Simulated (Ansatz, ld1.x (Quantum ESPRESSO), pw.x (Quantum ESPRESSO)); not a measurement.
**Ta (bcc): variants of one TM potential in the solid**

ld1.x (Quantum ESPRESSO) 7.5 input, shortened:

```
&input
   title='Ta', zed=73., rel=1, dft='PBE', iswitch=3,
   config='[Xe] 4f14 5d3 6s2 6p0'
 /
 &inputp
   pseudotype=2, tm=.true., lloc=0,
   nlcc=.false.
 /
3
6P  2  1   0.00   0.00  3.40  3.40  0.0
5D  3  2   3.00   0.00  2.10  2.10  0.0
6S  1  0   2.00   0.00  2.20  2.20  0.0
 &test
   configts(1)='5d3 6s2 6p0'
 /
```

Crystal test: bcc Ta in pw.x 7.5, no spin, 14³ k-points, Fermi–Dirac smearing 0.01 Ry, cutoffs set for each file from its atomic test. The reference is all-electron LAPW (Ansatz 0.2.0) with the same functional, mesh and smearing; V0 and B0 come from Birch–Murnaghan fits to the pressures at five volumes. Errors are pseudo minus all-electron; Δ is the rms difference of the E(V) curves that follow from these fits, minima aligned, over ±6 % about the mean V0. Mesh and smearing are coarse, so the numbers serve the comparison and aren't converged zero-temperature values; the lattice is a test structure that the element need not adopt.

All-electron: a0 = 3.321 Å (V0 = 18.31 Å³/atom), B0 = 193.2 GPa.

Base: The largest radius (3.40 bohr) exceeds half the bond length (2.71 bohr), so the spheres overlap, which is one possible source of error among others. This is a poor potential for the solid.

A dash in a converged row means that the minimum lies outside the volumes sampled.

```csv
change,cutoffs (Ry),pw.x,a0 (Å),a0 error (%),B0 error (%),Δ (meV/atom),mean pressure error (GPa)
base,45/180,converged,3.350,+0.89,-4.6,20.2,+5.21
core correction a·sin(br)/r model core inside 2.58 bohr,50/200,converged,3.344,+0.70,-0.1,16.3,+4.30
"all radii scaled by about 1.27 (s 2.80, p 4.32, d 2.68 bohr)",40/160,converged,–,–,–,–,+9.38
local potential the p channel,45/180,converged,–,–,–,–,+25.91
wave 6p (bound): rc 3.40 bohr becomes 6p (bound): rc 4.12 bohr,45/180,converged,3.356,+1.08,-4.6,24.7,+6.45
```

Question: Give the row for: wave 6s (bound): rc 2.20 bohr becomes 6s (bound): rc 3.22 bohr.

Answer: pw.x: converged; mean pressure error (GPa): +4.59; a0 (Å): 3.346; a0 error (%): +0.78; B0 error (%): -4.1; Δ (meV/atom): 17.8.
